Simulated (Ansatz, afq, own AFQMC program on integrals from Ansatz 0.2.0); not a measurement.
# As, quartet → As⁺, triplet

A free As atom.

E(triplet, charge +1) − E(quartet, charge +0) at this geometry, on UHF and UHF determinants.

Basis aug-cc-pVDZ. Noble-gas cores (and the filled d shells of Ga–Kr and In–Xe) are frozen. Integrals, coupled cluster, full CI and functionals: Ansatz 0.2.0; the random walks run on the same integrals in our own AFQMC program. ph-AFQMC/CISD is guided by a CISD state made of CCSD amplitudes; releasing the constraint for a short imaginary time cuts its bias at the price of noise, slowly where states lie close. Free AFQMC starts from the CCSD state and is never constrained. Its projection time is finite, and what remains of the start isn't in its error. ± is one standard error of the sampling. No spin–orbit coupling. The errors of all members are added in quadrature.

Full CI on the same integrals is exact in this basis and with this determinant's frozen core.

Errors are counted within aug-cc-pVDZ, not against nature.

Cautions: inner d shell frozen; no relativity below Rb; no spin-orbit coupling.

Reference (full CI): 946.6 kJ/mol.

```
      level  vertical ionization energy (kJ/mol)  error against FCI (kJ/mol)
         HF                                913.7                       -32.9
        MP2                                949.9                         3.3
       CCSD                                945.4                        -1.3
    CCSD(T)                                946.4                        -0.2
      CCSDT                                946.5                        -0.2
   CCSDT(Q)                                946.6                         0.0
ph-AFQMC/HF                          950.3 ± 2.0                   3.6 ± 2.0
 free AFQMC                          946.4 ± 0.2                  -0.2 ± 0.2
```

Correlation beyond CCSD(T) adds 0.2 kJ/mol. The perturbative (T) step is worth +1.0 kJ/mol.

CCSDT and higher add their correlation energy to the determinant of the CCSD(T) run, since their own runs factorise the integrals more tightly (a shift of under 2 meV). Free projections are given only where their last times agree within the noise and don't stop above the reference; a slow remainder of the start can still hide under it. A walk keeps the symmetry of its determinant, which the program's search chose and which needn't be the lowest solution, so a lower state of the same spin and another symmetry isn't excluded.
